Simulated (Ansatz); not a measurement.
Consider InAs in the zinc blende structure (space group F-43m, No. 216).

```
InAs
1.0
    0.00000     3.05419     3.05419
    3.05419     0.00000     3.05419
    3.05419     3.05419     0.00000
As In
1 1
Direct
  0.75000   0.75000   0.75000
  0.00000   0.00000   0.00000
```

Computed with Ansatz (an electronic-structure program) r2SCAN, no spin-orbit coupling, earlier PAW set.

It is then changed as follows: Ga takes the place of In on all its sites, then cell and atoms are relaxed.

Measured lattice parameter a: InAs 6.047 Å (static lattice; corrected from measurement; as listed in Daniel Mejia-Rodriguez, S. B. Trickey, Phys. Rev. B (2018)); GaAs 5.64 Å (static lattice; corrected from measurement; as listed in Daniel Mejia-Rodriguez, S. B. Trickey, Phys. Rev. B (2018)).

**Question.** How well does r2SCAN reproduce the measured shift?

**Answer.** With r2SCAN the lattice parameter a moves by -0.443 Å (6.108 → 5.666) against -0.407 Å measured.

No phonon test of stability was made.
